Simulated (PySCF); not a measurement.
All values below come from PBE-D3(BJ)/def2-TZVP // B3LYP-D3(BJ)/def2-SVP (PySCF 2.14.0). Gas-phase values, no solvent. 

Reference species (SMILES): `N` (neutral, multiplicity 1).

```json
{
  "HOMO": "-6.07 eV",
  "HOMO–LUMO gap": "6.26 eV",
  "dipole_moment": "1.75 D"
}
```

After one change: the HOMO drops by 0.10 eV; the HOMO–LUMO gap increases by 0.11 eV; the dipole moment drops by 0.16 D.

Q: Which change was made? The new species is one of these.
(A) `COC`
(B) `c1ccncc1`
(C) `CO`
(D) `CC#N`

A: C, `CO`
